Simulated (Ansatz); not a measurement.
**Worked example: Al2Ga, quartet against Al2Ga, doublet**

Geometry (PBE0/def2-TZVP stationary point of a doublet), kept for both states (Al2Ga, doublet: A1; Al2Ga, quartet: A2):

```yaml
atoms:
  - { symbol: Al, position_ang: [0.0000, -1.2668, 1.2100] }
  - { symbol: Al, position_ang: [0.0000, 1.2668, 1.2100] }
  - { symbol: Ga, position_ang: [0.0000, 0.0000, -0.9365] }
```

Basis cc-pVDZ; Ansatz 0.2.0. Correlated methods freeze the noble-gas cores and the filled d shells of p-block atoms. Prefix R: restricted or restricted open-shell reference. No spin–orbit coupling is included, and no scalar relativity.

Full CI isn't at hand for all of this; RCCSDTQ serves as the reference, and is uncertain by about the last step of the cluster series.

```csv
level,"E(Al2Ga, doublet) (hartree)","E(Al2Ga, quartet) (hartree)"
RCCSD(T),-2407.187619,-2407.170818
PBE,-2409.071149,-2409.056661
wB97M-V,-2409.486811,-2409.472802
RCCSDTQ,-2407.191073,-2407.173800
```

**Question.** Give the vertical gap, Al2Ga quartet less Al2Ga doublet, at each level in eV (1 hartree = 27.2114 eV), and each error against RCCSDTQ.

**Answer.** RCCSDTQ: (-2407.173800 − (-2407.191073)) × 27.2114 = 0.470 eV (the reference)
wB97M-V: (-2409.472802 − (-2409.486811)) × 27.2114 = 0.381 eV, error -0.089 eV
PBE: (-2409.056661 − (-2409.071149)) × 27.2114 = 0.394 eV, error -0.076 eV
RCCSD(T): (-2407.170818 − (-2407.187619)) × 27.2114 = 0.457 eV, error -0.013 eV

Total energies of functionals can't be set beside those of wave-function methods, since they hold the core's correlation and their own absolute errors; only the differences compare.

In so small a basis the reference is far from its limit while semilocal and hybrid functionals are nearer theirs, so the functionals' errors here hold much of the reference's basis and frozen-core error, which can add to them or hide them.

Each level lands on the state that its own search finds. T1 diagnostics of restricted CCSD: 0.036 and 0.032.
